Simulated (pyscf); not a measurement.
Four-centre exchange: TeH₂ + silane (SiH₄) → H₃Si–TeH + hydrogen (H₂)

Gas phase, singlet surface, charge 0. Bonds broken: Te1–H2, Si4–H5. Bonds formed: Te1–Si4, H2–H5. PySCF, gas phase, ωB97X-D3(BJ)/def2-SVP geometries.

Transition state (Å):

```xyz
8

Te     0.5557    -1.4129     0.6300
H     -0.9656     0.0204     0.6086
H     -0.5571    -2.5281     0.1065
Si    -0.5910     0.6088    -1.0941
H     -1.5452     0.7023     0.3380
H     -1.6715     1.5373    -1.5867
H      0.5980     1.4412    -0.8064
H     -0.5476    -0.4362    -2.1478
```

One imaginary mode, 1297i cm⁻¹; descent along it reached the two sides named.

| bond | change | reactant side (Å) | saddle | product side |
|---|---|---|---|---|
| Te1–H2 | breaks | 1.656 | 2.090 | 3.4 |
| Si4–H5 | breaks | 1.490 | 1.723 | 3.5 |
| Te1–Si4 | forms | 3.9 | 2.9 | 2.480 |
| H2–H5 | forms | 3.5 | 0.935 | 0.761 |

Electronic energies relative to the separated reactants (kcal/mol):

```csv
level,barrier,reaction energy,reverse barrier
ωB97X-D3(BJ)/def2-TZVP,47.1,-13.2,60.4
PBE/def2-TZVP,40.4,-9.0,49.4
r²SCAN/def2-TZVP,43.1,-9.5,52.5
B3LYP-D3(BJ)/def2-TZVP,46.6,-8.3,54.9
PBE0-D3(BJ)/def2-TZVP,42.6,-9.7,52.3
M06-2X/def2-TZVP,47.5,-10.0,57.5
ωB97M-D3(BJ)/def2-TZVP,50.2,-7.1,57.3
HF/def2-TZVP,68.5,-3.1,71.6
```

With ωB97M-D3(BJ)/def2-TZVP energies and thermal terms (ideal gas, 1 atm, RRHO with modes under 100 cm⁻¹ raised to 100, one conformer, R ln 2 for chiral ones without a mode under 150 cm⁻¹), in kcal/mol:

| T (K) | ΔH‡ | ΔG‡ | ΔH | ΔG |
|---|---|---|---|---|
| 298 | 49.9 | 58.2 | -7.6 | -7.1 |
| 600 | 50.3 | 66.4 | -6.3 | -7.2 |
| 900 | 51.0 | 74.3 | -5.5 | -7.8 |
| 1200 | 51.8 | 82.0 | -5.0 | -8.6 |

One saddle was located; it need not be the lowest between these sides. Elements past Kr carry the def2 core potentials, without spin-orbit coupling.
